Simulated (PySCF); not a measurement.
Bonds broken one at a time in the series Si Cl-Br. Gas-phase values, no solvent. Strings in code marks are SMILES.

The numbers are results of PySCF with PBE-D3(BJ)/def2-TZVP // B3LYP-D3(BJ)/def2-TZVP, not measurements. 

```tsv
species	HOMO–LUMO gap (eV)	HOMO (eV)
whole molecule (`Cl[Si](Cl)(Cl)Cl`)	6.37	-8.11
radical fragment (`Cl[Si](Cl)Cl`)	–	–
whole molecule (`Cl[Si](Cl)(Cl)Br`)	5.68	…
whole molecule (`Cl[Si](Cl)(Br)Br`)	5.23	-7.52
```

Problem. Complete the blanks.

Solution. 
- whole molecule (`Cl[Si](Cl)(Cl)Br`), HOMO (eV): -7.72
